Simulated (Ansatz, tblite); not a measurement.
**GaH2I: removing and adding an electron**

The task here is to estimate one member of a computed series from the others.

The runs use Ansatz 0.2.0, Gaussian basis; as each input shows.

The runs, in order: charge +1 doublet, at the geometry of the singlet (PBE0-D4/def2-TZVP, PBE-D4/def2-TZVP, r2SCAN-D4/def2-TZVP, CCSD(T)/def2-TZVPP); charge -1 doublet, at the geometry of the singlet (PBE0-D4/def2-TZVPD, PBE-D4/def2-TZVPD, r2SCAN-D4/def2-TZVPD, CCSD(T)/def2-TZVPD); the starting singlet's energies come from earlier runs.

1 further run of the same task is left out (set aside as unsound or not needed). Runs told in other sessions of the task aren't counted.

### The relaxed structure

The geometry is that of the singlet, from an earlier relaxation (PBE-D4/def2-TZVP).

4 atoms, charge 0, spin multiplicity 1.

Atoms are counted from 1 here; the program's logs count them from 0.

Bond lengths: Ga1–H2 1.568 Å, Ga1–H3 1.568 Å, Ga1–I4 2.510 Å. Angles: H2–Ga1–H3 128.7°, H2–Ga1–I4 115.7°, H3–Ga1–I4 115.7°.

I takes a core potential in the def2 sets. No spin-orbit coupling is included.

The first run:

The input, in.yaml:

```yaml
crystal:
  periodic: [false, false, false]
  atoms:
    - {symbol: Ga, position_ang: [0.147883, 0.247212, -0.000818]}
    - {symbol: H, position_ang: [1.709028, 0.104481, 0.013246]}
    - {symbol: H, position_ang: [-0.716081, 1.555246, -0.020162]}
    - {symbol: I, position_ang: [-1.140830, -1.906930, 0.007734]}
basis:
  gaussian: {orbitals: def2-TZVP}
total_charge: 1
magnetization: {spin_polarized: true, initial_magnetization: 1}
hamiltonian: {xc: pbe0, dispersion: d4}
output: {orbitals: {seedname: orbitals}}
```

Launch:

```
$ ansatz run in.yaml --threads 4 --pin off --events-out ev --progress --plain --max-ram 3916MiB
```

Among the steps run: Charge +1 doublet at the fixed geometry, PBE0-D4/def2-TZVP; Charge +1 doublet at the fixed geometry, PBE-D4/def2-TZVP; Charge +1 doublet at the fixed geometry, r2SCAN-D4/def2-TZVP; Charge +1 doublet at the fixed geometry, CCSD(T)/def2-TZVPP; Charge -1 doublet at the fixed geometry, PBE0-D4/def2-TZVPD; Charge -1 doublet at the fixed geometry, PBE-D4/def2-TZVPD; Charge -1 doublet at the fixed geometry, r2SCAN-D4/def2-TZVPD; Charge -1 doublet at the fixed geometry, CCSD(T)/def2-TZVPD.

One table of the session follows, with a row left open; its other results are not shown here.

It belongs to the step «Vertical electron affinity». 

| method | vertical electron affinity (eV) |
| --- | --- |
| HF/def2-TZVPD | -0.17 |
| PBE-D4/def2-TZVPD | 0.47 |
| r2SCAN-D4/def2-TZVPD | 0.56 |
| PBE0-D4/def2-TZVPD | 0.47 |
| MP2/def2-TZVPD | 0.31 |
| CCSD/def2-TZVPD | 0.32 |
| CCSD(T)/def2-TZVPD | ? |

Q: Estimate the row for CCSD(T)/def2-TZVPD from the others.

As computed: vertical electron affinity (eV): 0.35. In the column «vertical electron affinity (eV)» it lies between CCSD/def2-TZVPD (0.32) and PBE-D4/def2-TZVPD (0.47).

Caveats from the session: The anion's highest level is positive in at least one run, so there the basis alone may hold the extra electron.
